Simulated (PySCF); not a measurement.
Species: CH$_{4}$N, net charge 0, doublet state. It need not be the lowest isomer of its formula. SMILES: [CH2]N
Structure (B3LYP-D3(BJ)/def2-TZVP (Ansatz) minimum search):
```xyz
6

C      0.1231     0.7206    -0.0043
N     -0.0884    -0.6546     0.0035
H     -0.4969    -1.0305     0.8459
H     -0.5248    -1.0357    -0.8225
H      0.4664     1.1652     0.9184
H      0.4354     1.1594    -0.9407
```
Charge 0, spin multiplicity 2.

Dispersion corrections to the total energy (kcal/mol) from the dftd3 and dftd4 libraries through PySCF: D3(BJ) without and D4 with the three-body term, each with the damping fitted for the functional named.

```tsv
functional	D3(BJ)	D4
TPSSh	-1.47	-1.31
TPSS	-1.65	(withheld)
PBE	-1.38	-1.07
PBE0	(withheld)	-0.87
LC-wPBE	-1.13	-1.17
BHLYP	(withheld)	-1.09
BP86	-1.90	-1.32
```

Q: Complete the blanks.

A: 
- TPSS, D4: -1.46
- PBE0, D3(BJ): -1.10
- BHLYP, D3(BJ): -1.67
